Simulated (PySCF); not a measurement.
Compound: C4H12P2.
Atom-mapped SMILES: `[CH2:1]=[P@@:2]([CH3:3])([PH2:4])[CH2:5][CH3:6]` (hydrogens: H7, H8 on C1; H9, H10, H11 on C3; H12, H13 on P4; H14, H15 on C5; H16, H17, H18 on C6)

Level: B3LYP/def2-SVPD in PySCF, non-relativistic, on one gas-phase PBE0-D3(BJ)/def2-SVP geometry that isn't relaxed in the solvent. The solvent is an IEF-PCM continuum (Bondi radii, 1.10 Å for H, scaled by 1.2), and excitations are vertical TDDFT with non-equilibrium linear response and a frozen core. The model holds no explicit solvent molecules, cavitation or dispersion.

Gas-phase singlets (H = HOMO, L = LUMO):

```csv
state,E (eV),λ (nm),f,leading configurations
S1,4.015,309,0.013,"H→L 67%, H→L+1 30%"
S2,4.327,287,0.002,H→L+2 94%
S3,4.441,279,0.266,"H→L+1 64%, H→L 26%"
S4,4.870,255,0.040,"H→L+3 80%, H→L+4 9%"
S5,5.082,244,0.027,H→L+4 85%
```

Problem. Give the list for chloroform (ε = 4.711), n² = 2.09.

Solution. 
```json
{"state": "S1", "E (eV)": "4.237", "λ (nm)": "293", "f": "0.152", "leading configurations": "H→L 82%, H→L+1 16%", "change by rank (eV)": "+0.222"}
{"state": "S2", "E (eV)": "4.500", "λ (nm)": "276", "f": "0.347", "leading configurations": "H→L+1 80%, H→L 16%", "change by rank (eV)": "+0.173"}
{"state": "S3", "E (eV)": "4.595", "λ (nm)": "270", "f": "0.000", "leading configurations": "H→L+2 97%", "change by rank (eV)": "+0.154"}
{"state": "S4", "E (eV)": "5.134", "λ (nm)": "242", "f": "0.019", "leading configurations": "H→L+3 82%", "change by rank (eV)": "+0.264"}
{"state": "S5", "E (eV)": "5.339", "λ (nm)": "232", "f": "0.005", "leading configurations": "H→L+4 80%", "change by rank (eV)": "+0.257"}
```

Problem. The ground-state energy changes by -0.181 eV from gas to chloroform. By how much does the total energy of gas-phase S4 change?

Solution. E(S4) = E(S0) + excitation energy, so it changes by -0.181 + 0.264 = +0.083 eV: it isn't lowered at all, while the ground state is. This is the vertical state, with the slow part of the continuum still set for S0.

Problem. How do the frontier levels move from gas to chloroform?

Solution. 
```tsv
orbital	gas (eV)	solvent (eV)	change (eV)
LUMO+2	0.39	0.55	+0.16
LUMO+1	0.12	0.30	+0.18
LUMO	-0.17	-0.12	+0.05
HOMO	-4.82	-4.94	-0.12
HOMO-1	-7.84	-7.81	+0.03
HOMO-2	-8.76	-8.62	+0.14
HOMO-3	-9.26	-9.08	+0.18
```

The HOMO–LUMO gap goes from 4.65 to 4.82 eV.

Hardware: Intel Xeon Platinum 8488C, one thread, no GPU, shared host with 192 logical CPUs at a one-minute load of 104. Cost: 39 s of wall time, 1.1 GiB resident at most. This is the whole response run at B3LYP/def2-SVPD in chloroform, SCF included.

Conformer computed: `[CH2:1]=[P@@:2]([CH3:3])([PH2:4])[CH2:5][CH3:6]`: C1–P2–C5–C6 180°, H–P4–P2–C1 -44°, H–P4–P2–C1 49°.
